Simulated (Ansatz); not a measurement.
A made-up structure of BSiH4O, doublet:

| atom | x (Å) | y (Å) | z (Å) |
| --- | --- | --- | --- |
| B1 | 0.9883 | -0.5662 | 0.8882 |
| O2 | -0.1450 | -0.6076 | -0.3241 |
| Si3 | -1.1367 | 0.2481 | -0.6524 |
| H4 | -1.9891 | -0.1047 | -1.7319 |
| H5 | -1.2995 | 1.4582 | 0.0725 |
| H6 | 1.1359 | 0.5153 | 1.2504 |
| H7 | 1.9596 | -1.0064 | 0.4577 |

It is relaxed with PBE-D4/def2-SVP and then PBE0-D4/def2-TZVP (Ansatz 0.2.0). Atoms count as bonded within 1.22 times the sum of their covalent radii (H–H: 0.88 Å). The end point is not checked to be a true minimum.

(1) Does its bonding change? (A judgement: the text doesn't fix the answer.)

## Answers

(1) By the calculation: No: no bond forms or breaks.

Where it ends: The first stage lowers the energy by 4.57 eV in 10 steps. It ends as BSiH₄O ([BH2][O][SiH2]):
```csv
atom,x (Å),y (Å),z (Å)
B1,1.0645,-0.4129,0.5695
O2,-0.0080,-0.6801,-0.2061
Si3,-1.4554,0.1102,-0.3962
H4,-1.8316,-0.0082,-1.8297
H5,-1.3170,1.5353,0.0228
H6,1.0821,0.5790,1.2513
H7,1.9789,-1.1866,0.5487
```

Labels in which every atom is bracketed show which atoms are joined, not bond orders.

For scale, one of the runs: PBE0-D4/def2-TZVP relaxation, 123 basis functions, launched by `ansatz run in.yaml --threads 2 --pin off --events-out ev --progress --plain --max-ram 4352MiB`. Hardware: 2 CPU threads of an Arm Neoverse V1, shared host. Wall time about 48 s.
